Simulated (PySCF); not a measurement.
Excitations are Tamm–Dancoff values on a coarser integration grid. The basis has no diffuse functions, so Rydberg states are missing or too high.

Cartesian coordinates (Å):
SMILES: ClC(Cl)Cl
```xyz
5

Cl    -0.6352     1.5828    -0.3735
C      0.0015    -0.0034     0.1074
Cl    -1.0509    -1.3162    -0.4599
Cl     1.6684    -0.2255    -0.4623
H      0.0162    -0.0377     1.1883
```
Charge 0, multiplicity 1.

Question: What HOMO, T1 excitation (TDA) and total energy does PBE-D3(BJ)/def2-TZVP // B3LYP-D3(BJ)/def2-TZVP (PySCF) give?

Answer: 
HOMO: -7.44 eV
T1 excitation (TDA): 5.17 eV
total energy: -1418.7489 Ha
